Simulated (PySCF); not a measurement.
**NS (Mononitrogen monosulfide): U-r2SCAN/cc-pVTZ**

Aim: the energy change on altering one bond length of NS (Mononitrogen monosulfide) at U-r2SCAN/cc-pVTZ, from 2 runs. Input form: a Python script.

The calculation is run with PySCF 2.14.0.

7 further runs of the same task are left out: 2 that didn't finish, 5 set aside as unsound or not needed.

## 1. The structure to begin with

The species is NS (2 atoms), meant as a doublet with charge 0. SMILES: `[N]=S`. The coordinates come from a GFN2-xTB relaxation.

Bond lengths: N1–S2 1.463 Å.

## 2. The energy at U-r2SCAN/cc-pVTZ

Input file run.py:

```python
# Mononitrogen monosulfide
from pyscf import gto, dft

mol = gto.M(
    atom='''
N    0.000000   0.000000   0.000000
S    0.000000   0.000000   1.463180
''',
    max_memory=1860,
    charge=0,
    verbose=4,
    basis='cc-pvtz',
    spin=1,
)

ks = dft.UKS(mol, xc='r2scan')
ks.grids.level = 5
ks.conv_tol = 1e-10
ks.kernel()
if not ks.converged:
    ks = ks.newton().run(ks.mo_coeff, ks.mo_occ)

e_final = ks.e_tot
print('E = %.10f Eh' % e_final)
```

Started as:

```sh
OMP_NUM_THREADS=1 python run.py
```

The log of the run:

```text
PySCF version 2.14.0

[INPUT] num. atoms = 2
[INPUT] num. electrons = 23
[INPUT] charge = 0
[INPUT] spin (= nelec alpha-beta = 2S) = 1
[INPUT] symmetry False subgroup None
[INPUT] Mole.unit = angstrom
[INPUT] Symbol           X                Y                Z      unit          X                Y                Z       unit  Magmom
[INPUT]  1 N      0.000000000000   0.000000000000   0.000000000000 AA    0.000000000000   0.000000000000   0.000000000000 Bohr   0.0
[INPUT]  2 S      0.000000000000   0.000000000000   1.463180000000 AA    0.000000000000   0.000000000000   2.765009470941 Bohr   0.0

nuclear repulsion = 40.5061903682664
number of shells = 18
number of NR pGTOs = 101
number of NR cGTOs = 64
basis = cc-pvtz
ecp = {}

******** <class 'pyscf.dft.uks.UKS'> ********
method = UKS
initial guess = minao
damping factor = 0
level_shift factor = 0
DIIS = <class 'pyscf.scf.diis.CDIIS'>
diis_start_cycle = 1
diis_space = 8
diis_damp = 0
SCF conv_tol = 1e-10
SCF conv_tol_grad = None
SCF max_cycles = 50
direct_scf = True
direct_scf_tol = 1e-13
number electrons alpha = 12  beta = 11
XC library pyscf.dft.libxc version 7.0.0
    S. Lehtola, C. Steigemann, M. J.T. Oliveira, and M. A.L. Marques.,  SoftwareX 7, 1–5 (2018)
XC functionals = r2scan
    J. W. Furness, A. D. Kaplan, J. Ning, J. P. Perdew, and J. Sun.,  J. Phys. Chem. Lett. 11, 8208-8215 (2020)
    J. W. Furness, A. D. Kaplan, J. Ning, J. P. Perdew, and J. Sun.,  J. Phys. Chem. Lett. 11, 9248-9248 (2020)
    J. W. Furness, A. D. Kaplan, J. Ning, J. P. Perdew, and J. Sun.,  J. Phys. Chem. Lett. 11, 8208-8215 (2020)
    J. W. Furness, A. D. Kaplan, J. Ning, J. P. Perdew, and J. Sun.,  J. Phys. Chem. Lett. 11, 9248-9248 (2020)
radial grids:
    Treutler-Ahlrichs [JCP 102, 346 (1995); DOI:10.1063/1.469408] (M4) radial grids

[... 10 lines left out ...]
[... the frontier-level lines of each cycle are left out ...]
[... 3 lines left out ...]
[... 126 lines left out ...]
converged SCF energy = -452.84248280433  <S^2> = 0.75642472  2S+1 = 2.0064144
E = -452.8424828043 Eh
```

Wall time 32 s (1 thread of Arm Neoverse V2, shared host); peak memory 0.34 GiB.

## 3. The distorted shape

Input file job.py:

```python
from pyscf import gto, dft

mol = gto.Mole()
mol.atom = 'N 0.000000 0.000000 -1.755820; S 0.000000 0.000000 1.463180'
mol.spin = 1
mol.charge = 0
mol.max_memory = 1860
mol.basis = 'cc-pvtz'
mol.verbose = 4
mol.build()

ks = dft.UKS(mol, xc='r2scan')
ks.grids.level = 5
ks.conv_tol = 1e-10
ks.kernel()
if not ks.converged:
    ks = ks.newton().run(ks.mo_coeff, ks.mo_occ)

energy = ks.e_tot
print('E = %.10f Eh' % energy)
```

Started as:

```sh
OMP_NUM_THREADS=1 python job.py
```

The log of the run:

```text
PySCF version 2.14.0

[INPUT] num. atoms = 2
[INPUT] num. electrons = 23
[INPUT] charge = 0
[INPUT] spin (= nelec alpha-beta = 2S) = 1
[INPUT] symmetry False subgroup None
[INPUT] Mole.unit = angstrom
[INPUT] Symbol           X                Y                Z      unit          X                Y                Z       unit  Magmom
[INPUT]  1 N      0.000000000000   0.000000000000  -1.755820000000 AA    0.000000000000   0.000000000000  -3.318018924034 Bohr   0.0
[INPUT]  2 S      0.000000000000   0.000000000000   1.463180000000 AA    0.000000000000   0.000000000000   2.765009470941 Bohr   0.0

nuclear repulsion = 18.4118818338117
number of shells = 18
number of NR pGTOs = 101
number of NR cGTOs = 64
basis = cc-pvtz
ecp = {}

******** <class 'pyscf.dft.uks.UKS'> ********
method = UKS
initial guess = minao
damping factor = 0
level_shift factor = 0
DIIS = <class 'pyscf.scf.diis.CDIIS'>
diis_start_cycle = 1
diis_space = 8
diis_damp = 0
SCF conv_tol = 1e-10
SCF conv_tol_grad = None
SCF max_cycles = 50
direct_scf = True
direct_scf_tol = 1e-13
number electrons alpha = 12  beta = 11
XC library pyscf.dft.libxc version 7.0.0
    S. Lehtola, C. Steigemann, M. J.T. Oliveira, and M. A.L. Marques.,  SoftwareX 7, 1–5 (2018)
XC functionals = r2scan
    J. W. Furness, A. D. Kaplan, J. Ning, J. P. Perdew, and J. Sun.,  J. Phys. Chem. Lett. 11, 8208-8215 (2020)
    J. W. Furness, A. D. Kaplan, J. Ning, J. P. Perdew, and J. Sun.,  J. Phys. Chem. Lett. 11, 9248-9248 (2020)
    J. W. Furness, A. D. Kaplan, J. Ning, J. P. Perdew, and J. Sun.,  J. Phys. Chem. Lett. 11, 8208-8215 (2020)
    J. W. Furness, A. D. Kaplan, J. Ning, J. P. Perdew, and J. Sun.,  J. Phys. Chem. Lett. 11, 9248-9248 (2020)
radial grids:
    Treutler-Ahlrichs [JCP 102, 346 (1995); DOI:10.1063/1.469408] (M4) radial grids

[... 10 lines left out ...]
[... the frontier-level lines of each cycle are left out ...]
[... 3 lines left out ...]
[... 37 lines left out ...]
[... 66 lines left out ...]
converged SCF energy = -452.668061307714  <S^2> = 2.7546239  2S+1 = 3.4667702
E = -452.6680613077 Eh
```

It took 26 s on 1 thread of Arm Neoverse V2, shared host; peak memory 0.34 GiB.

## 4. Outcome

Level: U-r2SCAN/cc-pVTZ.

| quantity | value |
| --- | --- |
| first shape: total energy | -452.84248 Eh |
| first shape: dipole moment | 1.80 D |
| first shape: HOMO energy (highest over α and β) | -5.04 eV |
| first shape: LUMO energy (lowest over α and β) | -4.40 eV |
| first shape: ⟨S²⟩ | 0.756 |
| distorted shape: total energy | -452.66806 Eh |
| distorted shape: dipole moment | 0.22 D |
| distorted shape: HOMO energy (highest over α and β) | -6.29 eV |
| distorted shape: LUMO energy (lowest over α and β) | -5.18 eV |
| distorted shape: ⟨S²⟩ | 2.755 |
| energy change with the N1–S2 bond stretched from 1.463 to 3.219 Å | 4.746 eV |

In words: With the N1–S2 bond stretched from 1.463 to 3.219 Å the energy rises by 4.75 eV (109 kcal/mol). The first shape isn't relaxed at this level, so the change isn't measured from a minimum. ⟨S²⟩ (distorted shape) is 2.75 where a pure doublet has 0.75: the reference is spin-contaminated.
